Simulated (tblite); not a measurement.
Isomers of C4H10NP. Method: GFN2-xTB as coded in tblite; computed harmonic values from a numerical Hessian at the method's own geometry, unscaled. Against measured fundamentals such values can be off by several per cent, at times by over 20. Modes of hydrogen on phosphorus can be 10 to 20 % off. One conformer each.

Electronic energies: GFN2-xTB at the same geometries; isomer energies are rough at this level and their order can be wrong.

```csv
SMILES,"electronic energy, lowest = 0 (kJ/mol)"
CC[C@@H]1CP1N,0.0
C/C=C\P(C)N,31.6
[H]/P=C(\C)N(C)C,26.5
C=CP(C)(C)=N,79.1
CCP1(=N)CC1,113.7
```

Problem. How do GFN2-xTB zero-point energies change the relative energies?

Solution. 
```json
{"SMILES": "CC[C@@H]1CP1N", "ZPE (kJ/mol)": "354.6", "of it from modes above 1550 cm⁻¹": "184.7", "electronic (kJ/mol)": "0.0", "with ZPE, lowest = 0 (kJ/mol)": "0.0", "lowest mode (cm⁻¹)": "79", "rings": "1"}
{"SMILES": "[H]/P=C(\\C)N(C)C", "ZPE (kJ/mol)": "349.0", "of it from modes above 1550 cm⁻¹": "174.2", "electronic (kJ/mol)": "26.5", "with ZPE, lowest = 0 (kJ/mol)": "20.8", "lowest mode (cm⁻¹)": "78", "rings": "0"}
{"SMILES": "C/C=C\\P(C)N", "ZPE (kJ/mol)": "346.1", "of it from modes above 1550 cm⁻¹": "194.4", "electronic (kJ/mol)": "31.6", "with ZPE, lowest = 0 (kJ/mol)": "23.1", "lowest mode (cm⁻¹)": "12", "rings": "0"}
{"SMILES": "C=CP(C)(C)=N", "ZPE (kJ/mol)": "338.3", "of it from modes above 1550 cm⁻¹": "193.3", "electronic (kJ/mol)": "79.1", "with ZPE, lowest = 0 (kJ/mol)": "62.8", "lowest mode (cm⁻¹)": "74", "rings": "0"}
{"SMILES": "CCP1(=N)CC1", "ZPE (kJ/mol)": "346.5", "of it from modes above 1550 cm⁻¹": "182.9", "electronic (kJ/mol)": "113.7", "with ZPE, lowest = 0 (kJ/mol)": "105.5", "lowest mode (cm⁻¹)": "66", "rings": "1"}
```

The zero-point energies span 16.3 kJ/mol, from `C=CP(C)(C)=N` to `CC[C@@H]1CP1N`. The order is unchanged.

Problem. What do entropy and thermal enthalpy add at 298.15 K and 1 bar (rigid rotor, harmonic oscillator, one conformer each)?

Solution. 
| SMILES | point group | symmetry number | S (J/(mol K)) | H − H(0) (kJ/mol) | ZPE + H − H(0) − TS (kJ/mol) |
| --- | --- | --- | --- | --- | --- |
| CC[C@@H]1CP1N | C1 | 1 | 362.2 | 23.42 | 270.1 |
| [H]/P=C(\C)N(C)C | C1 | 1 | 371.1 | 24.58 | 262.9 |
| C=CP(C)(C)=N | C1 | 1 | 379.2 | 26.49 | 251.8 |
| CCP1(=N)CC1 | C1 | 1 | 365.0 | 24.08 | 261.7 |

Not tabulated: `C/C=C\P(C)N` (lowest mode only 12 cm⁻¹).
